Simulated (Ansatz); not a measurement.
Input for Ansatz (development build ahead of 0.2.0):

```yaml
crystal:
  periodic: [false, false, false]
  atoms:
    - { symbol: C, position_ang: [0.0, 0.0, 0.0] }
    - { symbol: C, position_ang: [0.0, 0.0, 1.48] }
basis:
  gaussian: { orbitals: def2-SVP }
hamiltonian:
  xc: hf
correlation:
  method: mp2
  frozen_orbitals: { C: 1 }
output:
  forces: true
```

The input is written out in the form of the current development build from the run's settings.

Output:

```yaml
Converged: yes
Reference_energy: -75.34686 hartree
Correlation_energy: -0.18634 hartree
Total_energy: -75.53320 hartree
Spin_squared_of_the_determinant: 0.000
Stability_test: minimum among restricted orbitals
```

Forces (eV/Å):
| atom | Fx | Fy | Fz |
| --- | --- | --- | --- |
| C1 | 0.000 | 0.000 | 3.110 |
| C2 | 0.000 | 0.000 | -3.110 |

Caution: bonds are stretched, where a single reference can fail; an unrestricted determinant lies well below; other determinants can give a lower correlated total.
